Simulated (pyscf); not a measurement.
## Routes from HO–SiH₂–OH (SMILES O[SiH2]O) + SiH₄ (SMILES [SiH4])

Candidate steps break at most two bonds and form at most two. Each was searched with GFN2-xTB (tblite) first. Optimised with ωB97X-D3(BJ)/def2-SVP in PySCF. Energies: ωB97M-D3(BJ)/def2-TZVP, eV, from the separated reactants, singlet surface; ΔG‡ with ideal gas, 1 atm, RRHO with modes under 100 cm⁻¹ raised to 100, one conformer, R ln 2 for chiral ones without a mode under 150 cm⁻¹.

```json
[
 {"products": "HO–SiH₃ + HO–SiH₃", "type": "four-centre exchange", "ΔE‡": "1.22", "ΔE": "+0.34", "ΔG‡ 298 K": "1.76", "ΔG‡ 900 K": "2.74", "ν‡ (cm⁻¹)": "130i"},
 {"products": "HO–SiH(OH)–SiH₃ + H₂", "type": "four-centre exchange", "ΔE‡": "3.29", "ΔE": "+0.43", "ΔG‡ 298 K": "3.64", "ΔG‡ 900 K": "4.40", "ν‡ (cm⁻¹)": "1352i"}
]
```

Plain bond fissions and candidates not yet searched are not listed, and one of them may be faster. Each barrier is that of the saddle found; lower ones may exist.
